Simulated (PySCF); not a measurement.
Some computed properties have been withheld. Give your best values.

Species: C2H2F2.
SMILES: `F/C=C\F`

```json
{"property": "point group", "level": "PBE0-D3(BJ)/def2-SVP", "value": "?"}
{"property": "rotational constants A, B, C", "level": "PBE0-D3(BJ)/def2-SVP", "value": "21.821, 5.814, 4.591 GHz"}
{"property": "dipole moment", "level": "PBE0/pcSseg-1", "value": "2.34 D"}
{"property": "HOMO energy", "level": "PBE0/pcSseg-1", "value": "-7.51 eV"}
{"property": "LUMO energy", "level": "PBE0/pcSseg-1", "value": "0.46 eV"}
{"property": "13C chemical shifts (computed TMS as zero) by class", "level": "GIAO PBE0/pcSseg-1", "value": "?"}
{"property": "1H chemical shifts (computed TMS as zero) by class", "level": "GIAO PBE0/pcSseg-1", "value": "6.20 (2 H) ppm"}
{"property": "isotropic shieldings of nuclei other than C and H, by class", "level": "GIAO PBE0/pcSseg-1", "value": "336 (2 F) ppm"}
{"property": "largest of the computed one-bond spin–spin couplings (means over like bonds)", "level": "B3LYP/pcJ-1", "value": "?"}
```

Gas-phase values; electronic properties from PySCF, density fitting. Isolated species at its PBE0-D3(BJ)/def2-SVP geometry, gas phase.

Q: What are the largest of the computed one-bond spin–spin couplings (means over like bonds)?

A: 19F–13C -337.7 (×2), 13C–1H +208.9 (×2), 13C–13C +108.4 Hz.

Q: Give the point group.

A: C2v.

Q: What are the 13C chemical shifts (computed TMS as zero) by class?

A: 143.8 (2 C) ppm.

With B = h/(8π²I), that is 505.379 GHz u Å² over I, the principal moments of inertia are 23.2, 86.9 and 110.1 u Å² (most abundant isotopes); the inertial defect Ic − Ia − Ib is 0.0 u Å² (zero for a rigid planar frame, negative otherwise). The dipole matches unit charges of opposite sign 0.49 Å apart (1 e·Å = 4.8032 D). A dipole of 2.34 D is allowed in C2v, and pure rotational transitions are dipole-allowed.

For the NMR shielding job (PBE0/pcSseg-1), rough CPU time on one thread of a shared machine: about 2.8 s.
